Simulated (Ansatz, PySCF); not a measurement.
Dimer: C2H2 (SMILES C#C) (first 4 atoms) with H2O (SMILES O); geometry from S66by8 set.
(charge 0, multiplicity 1):
| atom | x (Å) | y (Å) | z (Å) |
|---|---|---|---|
| C | -1.1076 | 0.0464 | 0.0364 |
| H | -0.0417 | 0.0161 | 0.0118 |
| C | -2.3195 | 0.0802 | 0.0637 |
| H | -3.3800 | 0.1105 | 0.0883 |
| O | 2.4109 | -0.0781 | -0.0618 |
| H | 2.9813 | -0.6678 | 0.4353 |
| H | 2.9829 | 0.2729 | -0.7471 |

Counterpoise-corrected where a basis set is named; no monomer relaxation. Rows marked so take none.

Frozen-core correlation. CBS(a, b) extrapolates the correlation energy as X⁻³ and adds the Hartree–Fock energy of set b. Rows in 3-21G, 6-311+G**, 6-31G* carry no dispersion term and start afresh at each structure (6-31G* with six Cartesian d functions).

Run with Ansatz (Gaussian basis) for Hartree–Fock, density functionals and correlated methods; PySCF for 3-21G rows, 6-311+G** rows, 6-31G* rows, the dispersion terms. Values without a source in brackets are computed.

```tsv
level	interaction energy (kcal/mol)
PBE-D3(BJ)/def2-TZVPPD	-2.70
r2SCAN/def2-TZVPPD	-2.36
r2SCAN-D4/def2-TZVPPD	-2.48
B3LYP/3-21G (no counterpoise)	-7.90
B3LYP/6-31G* (no counterpoise)	(withheld)
B3LYP/6-311+G** (no counterpoise)	(withheld)
B3LYP-D4/def2-TZVPPD	-2.57
MP2/aug-cc-pVTZ	-2.53
MP2/CBS(aug-cc-pVDZ, aug-cc-pVTZ) + ΔCCSD(T)/aug-cc-pVDZ	-2.57
```

### Question
What belongs in the gaps?

### Answer

- B3LYP/6-31G* (no counterpoise), interaction energy (kcal/mol): -3.52
- B3LYP/6-311+G** (no counterpoise), interaction energy (kcal/mol): -2.92

Ansatz is a program for electronic structure.
